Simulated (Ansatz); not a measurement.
A single point on F$_{2}$+, SMILES `F[F+]` radical.

```yaml
crystal:
  periodic: [false, false, false]
  atoms:
    - {symbol: F, position_ang: [-0.540375, 0.196483, -0.272958]}
    - {symbol: F, position_ang: [0.540375, -0.196483, 0.272958]}
basis:
  gaussian: {orbitals: def2-TZVPP}
total_charge: 1
magnetization: {spin_polarized: true, initial_magnetization: 1}
hamiltonian: {xc: pbe}
correlation: {method: rpa}
```

```sh
$ ansatz run in.yaml --threads 2 --pin off --events-out ev --progress --plain --max-ram 32768MiB --backend cpu
```

Output, abridged:

```
Functional definition: PBE
423 factors; integrals over basis functions are off by at most 1.1e-3 eV
mean field evaluation 1: about -5409.4881 eV, gradient 2.9e1 eV
mean field evaluation 2: about -5409.4853 eV, gradient 2.9e1 eV
mean field evaluation 4: about -5411.3755 eV, gradient 1.3e0 eV
mean field evaluation 8: about -5411.3793 eV, gradient 9.8e-4 eV
mean field -5411.37929915 eV, -198.8645212790 hartree, gradient 6.4e-7 eV, S^2 0.751324; 4 other end points of the search recorded, 0 dependent functions left out
2 core orbitals not correlated: weight in the atoms' cores, before any rotation towards them, 1.000 or more for the frozen orbitals, at most 0.000 for the correlated occupied ones
reference -5392.78444754 eV, -198.1811730865 hartree; 7, 6 occupied and 53, 54 virtual orbitals, 423 factors
Total energy: -5413.67976902 eV, -198.9490619875 hartree
```

It took 1.3 s on 2 threads of an AMD EPYC 7R13 on a shared host, with 0.16 GiB of host memory at the peak.
